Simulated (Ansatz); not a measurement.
System: fluorite CdF2. Method: PBEsol (PAW; Ansatz, an electronic-structure program).

Numerical settings: plane-wave cutoff 500 eV, 12×12×12 k mesh, Fermi–Dirac smearing 0.05 eV, scalar-relativistic PAW data made under PBE.

Cell (relaxed at this level):

```cif
data_CdF2
_chemical_formula_sum 'Cd1 F2'
_space_group_name_H-M_alt 'P 1'
_space_group_IT_number 1
_cell_length_a 3.80694
_cell_length_b 3.80694
_cell_length_c 3.80694
_cell_angle_alpha 60.000
_cell_angle_beta 60.000
_cell_angle_gamma 60.000
loop_
_space_group_symop_operation_xyz
  'x, y, z'
loop_
_atom_site_label
_atom_site_type_symbol
_atom_site_fract_x
_atom_site_fract_y
_atom_site_fract_z
_atom_site_occupancy
Cd1 Cd 0.00000 0.00000 0.00000 1
F1 F 0.25000 0.25000 0.25000 1
F2 F 0.75000 0.75000 0.75000 1
```

### Question
Give the computed band gap.

### Answer

- band gap = 2.94 eV (on the SCF k mesh)

Measured, for comparison: band gap 7.8 eV (temperature not stated, not corrected to a static lattice, indirect W–Γ; as tabulated in Cappellini et al. (2013), arXiv:1302.2571).

Spin–orbit coupling is not included.

The computed numbers hold no vibrational or temperature effects.
